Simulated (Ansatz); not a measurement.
Species: C$_{2}$H$_{3}$O, charge 1, singlet. C2H3O+ (SMILES C=C=[OH+]).
B3LYP-D3(BJ)/def2-TZVP minimum from Ansatz (a quantum-chemistry and plane-wave program):
```xyz
6

C     -0.0061    -0.0853    -1.2778
C     -0.0120     0.0004    -0.0096
H      0.0660     0.8158    -1.8866
H     -0.0965    -1.0582    -1.7606
O      0.1076     0.0716     1.2050
H     -0.7217     0.1789     1.7314
```
Charge +1, spin multiplicity 1.

Hartree-Fock and CCSD correlation energies in hartree (Ansatz). Radicals and triplets start from unrestricted determinants; spin-orbit coupling is neglected. Correlated methods leave the cores frozen. No relativity.

| basis | X | E(HF) | E(corr, CCSD) |
|---|---|---|---|
| cc-pVTZ | 3 | -152.05050 | -0.54251 |
| cc-pVQZ | 4 | -152.06127 | -0.57337 |
| cc-pV5Z | 5 | -152.06380 | withheld |

Task: Fit E(corr) = E∞ + A/X³ to X = 3 and 4, predict X = 5, and compare with the run.

Result: A = (-0.54251 - (-0.57337))/(1/27 - 1/64) = 1.4412; E∞ = -0.57337 - A/64 = -0.59589; at X = 5, E∞ + A/125 = -0.58436. The run gave -0.58359, 0.77 mEh above the prediction. The same form on X = 4 and 5 gives E∞ = -0.59431, 1.58 mEh above the first estimate.
